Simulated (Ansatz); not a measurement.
Reaction (SMILES): [CH]=O (CH-O) → CHO+ (singlet, bonded as O=[CH]) + e-
B3LYP-D3(BJ)/def2-TZVP geometries, fixed; electronic energies without zero-point terms.

Effect of a fitting basis named in the input at MP2/aug-cc-pVQZ with Ansatz (a first-principles code), against the last row, where the adiabatic ionisation energy is 7.88 eV. Cores are frozen. Open shells are unrestricted. The default fits or decomposes integrals by the program's own choice; accuracy: high also tightens integrals, grids and stops.

| setting | largest shift of a total energy (mEh) | shift of the adiabatic ionisation energy (eV) |
|---|---|---|
| fitting: def2-universal-jkfit and def2-SVP-RIFIT | -2.609 | 0.016 |
| fitting: def2-universal-jkfit and cc-pVDZ-RIFIT | -1.611 | 0.014 |
| fitting: def2-universal-jkfit and cc-pVTZ-RIFIT | -0.707 | 0.006 |
| fitting: def2-universal-jkfit and aug-cc-pVTZ-RIFIT | -0.438 | 0.003 |
| fitting: def2-universal-jkfit and cc-pVQZ-RIFIT | 0.184 | 0.001 |
| fitting: def2-universal-jkfit and aug-cc-pVQZ-RIFIT | 0.211 | 0.001 |
| accuracy: high | 0.000 | 0.000 |
| accuracy: medium (default) | 0.000 | 0.000 |

Within 0.005 eV in the adiabatic ionisation energy: fitting: def2-universal-jkfit and aug-cc-pVTZ-RIFIT; fitting: def2-universal-jkfit and cc-pVQZ-RIFIT; fitting: def2-universal-jkfit and aug-cc-pVQZ-RIFIT; accuracy: high. The largest shift is 2.609 mEh in a total energy and 0.016 eV in the difference.
